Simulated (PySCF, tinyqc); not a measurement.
RHF in the sto-6g basis, for BH, spin multiplicity 1, step by step. This run ends on a higher stationary point, not on the lowest solution. The lowest restricted solution is unstable here: a spin-polarised one lies 0.0308 hartree lower (PySCF). One step of it, computed by the program tinyqc.

Question. Iteration 2: DIIS coefficients. Solve [B -1; -1 0][c; lambda] = [0; -1] for the coefficients, which sum to one.

B (overlaps of the stored error matrices):
```
                1               2
1   3.3196979e-02  -6.4348484e-04
2  -6.4348484e-04   5.9657342e-01
```

Give: DIIS coefficients.

Answer.

DIIS coefficients: 0.9464  0.0536
